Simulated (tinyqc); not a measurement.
Inside a calculation (part 2 of 2). Method: MP2 on RHF in the sto-3g basis, frozen core, for NH3, spin multiplicity 1. Computed by tinyqc, a small Python program that keeps every step (integrals from PySCF). Command: `OMP_NUM_THREADS=1 python tinyqc.py 26121 26122 out.jsonl` (the two numbers bound the seeds that draw the settings). One thread of a shared host (Intel(R) Xeon(R) Processor @ 2.60GHz), about 0.2 s of CPU time with the checks.

Geometry (angstrom):
```
atom          x          y         z
N      0.000000   0.000000  0.466000
H      1.038000   0.000000  0.000000
H     -0.519000   0.899000  0.000000
H     -0.519000  -0.899000  0.000000
```

## Iteration 8 (converged): orbitals

converged F (hartree):
```
             1N 1s      1N 2s     1N 2px     1N 2py     1N 2pz      2H 1s      3H 1s      4H 1s
1N 1s   -15.316775  -3.892046  -0.000001   0.000000   0.024672  -0.731936  -0.731848  -0.731848
1N 2s    -3.892046  -1.883592  -0.000014   0.000000   0.085591  -0.722803  -0.722744  -0.722744
1N 2px   -0.000001  -0.000014  -0.232502   0.000000   0.000009  -0.402164   0.201065   0.201065
1N 2py    0.000000   0.000000   0.000000  -0.232494   0.000000   0.000000  -0.348279   0.348279
1N 2pz    0.024672   0.085591   0.000009   0.000000  -0.298718   0.215427   0.215411   0.215411
2H 1s    -0.731936  -0.722803  -0.402164   0.000000   0.215427  -0.415058  -0.231653  -0.231653
3H 1s    -0.731848  -0.722744   0.201065  -0.348279   0.215411  -0.231653  -0.415012  -0.231619
4H 1s    -0.731848  -0.722744   0.201065   0.348279   0.215411  -0.231653  -0.231619  -0.415012
```

X:
```
                1          2          3          4          5          6          7          8
1N 1s   -0.331246   0.000056   0.000000   0.743237   0.625713  -0.000016   0.000000   0.138580
1N 2s    1.250239  -0.000147   0.000000  -0.212329   0.253331  -0.000026   0.000000   0.419326
1N 2px   0.000154   0.931357   0.000000  -0.000007   0.000009   0.658560   0.000000   0.000021
1N 2py   0.000000   0.000000   0.931362   0.000000   0.000000   0.000000   0.658545   0.000000
1N 2pz  -0.434590   0.000040   0.000000  -0.673817   0.666535   0.000001   0.000000  -0.148545
2H 1s   -0.589390  -0.915957   0.000000  -0.123779  -0.101937   0.446371   0.000000   0.307144
3H 1s   -0.589166   0.458088  -0.793279  -0.123792  -0.101949  -0.223208   0.386588   0.307114
4H 1s   -0.589166   0.458088   0.793279  -0.123792  -0.101949  -0.223208  -0.386588   0.307114
```

Diagonalise F' = X^T F X, C = X C', fill 5 alpha and 5 beta electrons from the bottom; D = 2 C_occ C_occ^T. Each column has its largest component positive (the first on a tie).

F' = X^T F X (hartree):
```
           1          2         3          4          5          6          7          8
1   0.210240   0.000101  0.000000   1.261446   0.948155  -0.000007   0.000000   0.083823
2   0.000101   0.596800  0.000000  -0.000290  -0.000241   0.082985   0.000000  -0.000056
3   0.000000   0.000000  0.596786   0.000000   0.000000   0.000000   0.082975   0.000000
4   1.261446  -0.000290  0.000000  -7.095901  -6.812965   0.000216   0.000000  -2.796025
5   0.948155  -0.000241  0.000000  -6.812965  -7.157868   0.000224   0.000000  -2.878143
6  -0.000007   0.082985  0.000000   0.000216   0.000224  -0.510311   0.000000   0.000096
7   0.000000   0.000000  0.082975   0.000000   0.000000   0.000000  -0.510312   0.000000
8   0.083823  -0.000056  0.000000  -2.796025  -2.878143   0.000096   0.000000  -2.148849
```

orbital energies (hartree): MO1 -15.324070, MO2 -1.032647, MO3 -0.516497, MO4 -0.516496, MO5 -0.349167, MO6 0.513506, MO7 0.602970, MO8 0.602985

coefficients C:
```
              MO1        MO2        MO3        MO4        MO5        MO6        MO7        MO8
1N 1s    0.993792  -0.221181   0.000009   0.000000  -0.095546  -0.164844   0.000000  -0.000054
1N 2s    0.028331   0.775653  -0.000048   0.000000   0.477273   1.008941   0.000000   0.000352
1N 2px   0.000000   0.000015   0.587507   0.000000   0.000023  -0.000285   0.000000   0.977733
1N 2py   0.000000   0.000000   0.000000   0.587500   0.000000   0.000000   0.977733   0.000000
1N 2pz  -0.004209  -0.114684  -0.000024   0.000000   0.853361  -0.606495   0.000000  -0.000203
2H 1s   -0.005368   0.158138   0.513241   0.000000  -0.170782  -0.642424   0.000000  -0.880526
3H 1s   -0.005368   0.158120  -0.256622   0.444479  -0.170811  -0.642811  -0.762351   0.439945
4H 1s   -0.005368   0.158120  -0.256622  -0.444479  -0.170811  -0.642811   0.762351   0.439945
```

D after iteration 8:
```
            1N 1s      1N 2s     1N 2px     1N 2py     1N 2pz      2H 1s      3H 1s      4H 1s
1N 1s    2.091347  -0.378013   0.000001   0.000000  -0.120705  -0.047979  -0.047979  -0.047979
1N 2s   -0.378013   1.660462  -0.000011   0.000000   0.636425   0.081948   0.081966   0.081966
1N 2px   0.000001  -0.000011   0.690329   0.000000   0.000008   0.603063  -0.301538  -0.301538
1N 2py   0.000000   0.000000   0.000000   0.690312   0.000000   0.000000   0.522263  -0.522263
1N 2pz  -0.120705   0.636425   0.000008   0.000000   1.482791  -0.327728  -0.327737  -0.327737
2H 1s   -0.047979   0.081948   0.603063   0.000000  -0.327728   0.635239  -0.155009  -0.155009
3H 1s   -0.047979   0.081966  -0.301538   0.522263  -0.327737  -0.155009   0.635248  -0.155000
4H 1s   -0.047979   0.081966  -0.301538  -0.522263  -0.327737  -0.155009  -0.155000   0.635248
```

Within a degenerate level the vectors are fixed only up to a rotation; this is one choice.

## Convergence

Stop when the energy changes by less than 1e-10 hartree and every element of the error matrix X^T (F D S - S D F) X is below 3e-06.

Course of the cycle:
```
iteration   E (hartree)     change  largest element of the error matrix
1          -55.05104129          -                             5.71e-01
2          -55.40304199  -3.52e-01                             1.94e-01
3          -55.42565548  -2.26e-02                             4.13e-02
4          -55.42816398  -2.51e-03                             9.75e-03
5          -55.42834201  -1.78e-04                             2.29e-03
6          -55.42835562  -1.36e-05                             5.98e-05
7          -55.42835563  -5.25e-09                             7.76e-07
8          -55.42835563  -5.26e-13                             1.55e-08
```

PySCF RHF in the same basis = -55.42835563 hartree

Converged in 8 iterations.

## Populations, bond orders and dipole

overlap S:
```
           1N 1s     1N 2s     1N 2px     1N 2py     1N 2pz      2H 1s      3H 1s      4H 1s
1N 1s   1.000000  0.235038   0.000000   0.000000   0.000000   0.043393   0.043388   0.043388
1N 2s   0.235038  1.000000   0.000000   0.000000   0.000000   0.419632   0.419602   0.419602
1N 2px  0.000000  0.000000   1.000000   0.000000   0.000000   0.359022  -0.179494  -0.179494
1N 2py  0.000000  0.000000   0.000000   1.000000   0.000000   0.000000   0.310915  -0.310915
1N 2pz  0.000000  0.000000   0.000000   0.000000   1.000000  -0.161179  -0.161164  -0.161164
2H 1s   0.043393  0.419632   0.359022   0.000000  -0.161179   1.000000   0.164628   0.164628
3H 1s   0.043388  0.419602  -0.179494   0.310915  -0.161164   0.164628   1.000000   0.164602
4H 1s   0.043388  0.419602  -0.179494  -0.310915  -0.161164   0.164628   0.164602   1.000000
```

Mulliken: Z minus the diagonal of D S on the atom; Loewdin: the same with S^(1/2) D S^(1/2); Mayer order: 2 sum_s sum (D(s) S)_ij (D(s) S)_ji over the two atoms.

Charges (e):
```
atom   Mulliken    Loewdin
1N    -0.342455  -0.229217
2H     0.114156   0.076407
3H     0.114149   0.076405
4H     0.114149   0.076405
```

Mayer bond orders:
```
pair     order
2-1   0.967339
3-1   0.967339
3-2   0.009815
4-1   0.967339
4-2   0.009815
4-3   0.009817
```

dipole moment about the origin, x y z (debye): 0.000028  0.000000  -1.790653

## Integrals over molecular orbitals

core Hamiltonian H = T + V (hartree):
```
             1N 1s      1N 2s     1N 2px     1N 2py     1N 2pz      2H 1s      3H 1s      4H 1s
1N 1s   -25.590426  -5.889291  -0.000002   0.000000   0.015396  -1.096550  -1.096417  -1.096417
1N 2s    -5.889291  -7.637217  -0.000017   0.000000   0.185040  -2.704058  -2.703830  -2.703830
1N 2px   -0.000002  -0.000017  -6.313990   0.000000   0.000007  -1.961898   0.980835   0.980835
1N 2py    0.000000   0.000000   0.000000  -6.313992   0.000000   0.000000  -1.698990   1.698990
1N 2pz    0.015396   0.185040   0.000007   0.000000  -6.238520   0.929149   0.929047   0.929047
2H 1s    -1.096550  -2.704058  -1.961898   0.000000   0.929149  -4.252110  -0.911984  -0.911984
3H 1s    -1.096417  -2.703830   0.980835  -1.698990   0.929047  -0.911984  -4.251960  -0.911845
4H 1s    -1.096417  -2.703830   0.980835   1.698990   0.929047  -0.911984  -0.911845  -4.251960
```

Given earlier and not repeated: Two-electron integrals (ij|kl) in chemists' order.

(pq|rs) = sum C_ip C_jq C_kr C_ls (ij|kl), one index at a time.

one-electron integrals over orbitals h = C^T H C (hartree):
```
            1          2          3          4          5          6          7          8
1  -25.574577   0.440366  -0.000019   0.000000   0.177993   0.310579   0.000000   0.000101
2    0.440366  -6.256794   0.000005   0.000000  -0.278873  -1.224391   0.000000  -0.000425
3   -0.000019   0.000005  -5.273765   0.000000   0.000047   0.000437   0.000000  -1.318053
4    0.000000   0.000000   0.000000  -5.273710   0.000000   0.000000  -1.318087   0.000000
5    0.177993  -0.278873   0.000047   0.000000  -5.960118   0.634332   0.000000   0.000144
6    0.310579  -1.224391   0.000437   0.000000   0.634332  -4.562070   0.000000   0.000072
7    0.000000   0.000000   0.000000  -1.318087   0.000000   0.000000  -4.852802   0.000000
8    0.000101  -0.000425  -1.318053   0.000000   0.000144   0.000072   0.000000  -4.852791
```

Two-electron integrals over orbitals (pq|rs), unique and non-zero (hartree); the lowest 1 orbital is frozen and left out:
```
(22|22) 0.602109    (32|22) 0.000008    (32|32) 0.117196    (33|22) 0.539075
(33|32) 0.045881    (33|33) 0.553102    (42|42) 0.117190    (43|42) -0.045886
(43|43) 0.043126    (44|22) 0.539064    (44|32) -0.045884   (44|33) 0.466855
(44|44) 0.553097    (52|22) -0.006201   (52|32) -3.27e-07   (52|33) 0.000250
(52|44) 0.000247    (52|52) 0.101392    (53|22) -3.38e-06   (53|32) -0.006824
(53|33) -0.012937   (53|44) 0.012933    (53|52) -0.000005   (53|53) 0.030971
(54|42) -0.006828   (54|43) 0.012936    (54|54) 0.030972    (55|22) 0.586687
(55|32) -4.08e-06   (55|33) 0.517901    (55|44) 0.517897    (55|52) 0.098081
(55|53) -0.000009   (55|55) 0.731811    (62|22) 0.123236    (62|32) -0.000013
(62|33) 0.072064    (62|44) 0.072055    (62|52) -0.015449   (62|53) -0.000008
(62|55) 0.108525    (62|62) 0.092274    (63|22) -0.000040   (63|32) -0.024143
(63|33) -0.032879   (63|44) 0.032830    (63|52) -0.000015   (63|53) 0.016147
(63|55) -0.000048   (63|62) -0.000035   (63|63) 0.057138    (64|42) -0.024168
(64|43) 0.032865    (64|54) 0.016157    (64|64) 0.057176    (65|22) -0.066643
(65|32) -0.000015   (65|33) -0.032611   (65|44) -0.032594   (65|52) 0.009436
(65|53) -2.61e-06   (65|55) -0.072758   (65|62) -0.054792   (65|63) 0.000022
(65|65) 0.040307    (66|22) 0.526591    (66|32) -0.000053   (66|33) 0.486158
(66|44) 0.486213    (66|52) -0.051266   (66|53) 0.000015    (66|55) 0.476133
(66|62) 0.089673    (66|63) 0.000011    (66|65) -0.049204   (66|66) 0.519782
(72|42) 0.033132    (72|43) 0.013045    (72|54) 0.023499    (72|64) 0.037390
(72|72) 0.055397    (73|42) 0.039047    (73|43) -0.014490   (73|54) -0.012161
(73|64) -0.028635   (73|72) -0.005179   (73|73) 0.033755    (74|22) 0.112427
(74|32) 0.039046    (74|33) 0.086049    (74|44) 0.057068    (74|52) 0.048453
(74|53) -0.012163   (74|55) 0.150926    (74|62) 0.075345    (74|63) -0.028647
(74|65) -0.041046   (74|66) 0.043968    (74|74) 0.139114    (75|42) 0.050037
(75|43) -0.021084   (75|54) 0.015231    (75|64) -0.021331   (75|72) 0.015007
(75|73) 0.019350    (75|75) 0.045183    (76|42) 0.090073    (76|43) -0.046853
(76|54) -0.022044   (76|64) -0.042514   (76|72) 0.002681    (76|73) 0.044918
(76|75) 0.037505    (76|76) 0.096101    (77|22) 0.540479    (77|32) -0.029186
(77|33) 0.472585    (77|44) 0.546309    (77|52) 0.017900    (77|53) 0.015583
(77|55) 0.543604    (77|62) 0.077898    (77|63) 0.036821    (77|65) -0.033188
(77|66) 0.491210    (77|74) 0.072202    (77|77) 0.567275    (82|22) 0.000044
(82|32) 0.033128    (82|33) -0.013028   (82|44) 0.013074    (82|52) -1.28e-06
(82|53) 0.023499    (82|55) 0.000040    (82|62) 0.000014    (82|63) 0.037389
(82|65) -0.000021   (82|66) 0.000028    (82|74) -0.005152   (82|77) 0.022380
(82|82) 0.055397    (83|22) 0.112418    (83|32) -0.039064   (83|33) 0.057059
(83|44) 0.086055    (83|52) 0.048452    (83|53) 0.012158    (83|55) 0.150925
(83|62) 0.075343    (83|63) 0.028596    (83|65) -0.041031   (83|66) 0.044021
(83|74) 0.073399    (83|77) 0.097190    (83|82) 0.005214    (83|83) 0.139132
(84|42) 0.039044    (84|43) -0.014481   (84|54) -0.012155   (84|64) -0.028618
(84|72) -0.005165   (84|73) 0.031942    (84|75) 0.019346    (84|76) 0.044908
(84|84) 0.033739    (85|22) -0.000013   (85|32) 0.050036    (85|33) 0.021070
(85|44) -0.021088   (85|52) 0.000007    (85|53) 0.015234    (85|55) -0.000015
(85|62) -0.000020   (85|63) -0.021316   (85|65) -3.35e-06   (85|66) -0.000037
(85|74) 0.019340    (85|77) -0.015275   (85|82) 0.015006    (85|83) -0.019367
(85|85) 0.045180    (86|22) 4.74e-06    (86|32) 0.090057    (86|33) 0.046819
(86|44) -0.046832   (86|52) -0.000019   (86|53) -0.022030   (86|55) -0.000019
(86|62) 2.77e-06    (86|63) -0.042461   (86|65) -0.000019   (86|66) -0.000049
(86|74) 0.044900    (86|77) -0.040929   (86|82) 0.002691    (86|83) -0.044937
(86|85) 0.037492    (86|86) 0.096049    (87|42) -0.029157   (87|43) 0.036851
(87|54) 0.015582    (87|64) 0.036846    (87|72) 0.022353    (87|73) -0.012476
(87|75) -0.015258   (87|76) -0.040916   (87|84) -0.012466   (87|87) 0.040309
(88|22) 0.540484    (88|32) 0.029244    (88|33) 0.546343    (88|44) 0.472552
(88|52) 0.017900    (88|53) -0.015603   (88|55) 0.543602    (88|62) 0.077909
(88|63) -0.036904   (88|65) -0.033200   (88|66) 0.491160    (88|74) 0.097209
(88|77) 0.486583    (88|82) -0.022324   (88|83) 0.072158    (88|85) 0.015285
(88|86) 0.040972    (88|88) 0.567328
```

## Second-order Moller-Plesset energy

Hartree-Fock energy = -55.42835563 hartree

E2 = sum_ijab (ia|jb) [2 (ia|jb) - (ib|ja)] / (e_i + e_j - e_a - e_b) over occupied i, j and virtual a, b; the opposite-spin part is (ia|jb)^2 / denominator, the rest is same-spin, and SCS-MP2 scales them by 6/5 and 1/3.

Terms (the 40 largest of 74):
```
i  j  a  b    (ia|jb)    (ib|ja)  denominator       term
3  3  8  8   0.139132   0.139132    -2.238965  -0.008646
4  4  7  7   0.139114   0.139114    -2.238931  -0.008644
3  4  8  7   0.073399   0.031942    -2.238948  -0.003765
4  3  7  8   0.073399   0.031942    -2.238948  -0.003765
2  4  6  7   0.075345   0.037390    -2.665619  -0.003202
4  2  7  6   0.075345   0.037390    -2.665619  -0.003202
3  2  8  6   0.075343   0.037389    -2.665635  -0.003202
2  3  6  8   0.075343   0.037389    -2.665635  -0.003202
2  2  6  6   0.092274   0.092274    -3.092306  -0.002753
4  4  6  6   0.057176   0.057176    -2.060004  -0.001587
3  3  6  6   0.057138   0.057138    -2.060006  -0.001585
4  5  7  6  -0.041046  -0.021331    -1.982139  -0.001258
5  4  6  7  -0.041046  -0.021331    -1.982139  -0.001258
5  3  6  8  -0.041031  -0.021316    -1.982156  -0.001257
3  5  8  6  -0.041031  -0.021316    -1.982156  -0.001257
5  2  6  6  -0.054792  -0.054792    -2.408826  -0.001246
2  5  6  6  -0.054792  -0.054792    -2.408826  -0.001246
5  5  7  7   0.045183   0.045183    -1.904275  -0.001072
5  5  8  8   0.045180   0.045180    -1.904306  -0.001072
5  5  6  6   0.040307   0.040307    -1.725347  -0.000942
2  2  7  7   0.055397   0.055397    -3.271233  -0.000938
2  2  8  8   0.055397   0.055397    -3.271264  -0.000938
3  3  7  7   0.033755   0.033755    -2.238934  -0.000509
4  4  8  8   0.033739   0.033739    -2.238962  -0.000508
4  3  7  6  -0.028647  -0.028635    -2.149469  -0.000382
3  4  6  7  -0.028647  -0.028635    -2.149469  -0.000382
3  4  7  6  -0.028635  -0.028647    -2.149469  -0.000381
4  3  6  7  -0.028635  -0.028647    -2.149469  -0.000381
4  4  8  6  -0.028618  -0.028618    -2.149483  -0.000381
4  4  6  8  -0.028618  -0.028618    -2.149483  -0.000381
3  3  6  8   0.028596   0.028596    -2.149485  -0.000380
3  3  8  6   0.028596   0.028596    -2.149485  -0.000380
3  5  8  8  -0.019367  -0.019367    -2.071635  -0.000181
5  3  8  8  -0.019367  -0.019367    -2.071635  -0.000181
3  5  7  7   0.019350   0.019350    -2.071604  -0.000181
5  3  7  7   0.019350   0.019350    -2.071604  -0.000181
4  5  8  7   0.019346   0.019340    -2.071618  -0.000181
5  4  7  8   0.019346   0.019340    -2.071618  -0.000181
5  4  8  7   0.019340   0.019346    -2.071618  -0.000181
4  5  7  8   0.019340   0.019346    -2.071618  -0.000181
```

Pair energies (hartree; pair i-j sums ij and ji):
```
pair  opposite spin  same spin
2-2       -0.004630          0
3-2       -0.005347  -0.001081
3-3       -0.011501          0
4-2       -0.005347  -0.001081
4-3       -0.007250  -0.001535
4-4       -0.011501          0
5-2       -0.002841          0
5-3       -0.002881  -0.000392
5-4       -0.002881  -0.000392
5-5       -0.003086          0
```

MP2 correlation energy = -0.06174536 hartree

SCS-MP2 correlation energy = -0.07021076 hartree

MP2 total energy = -55.49010099 hartree
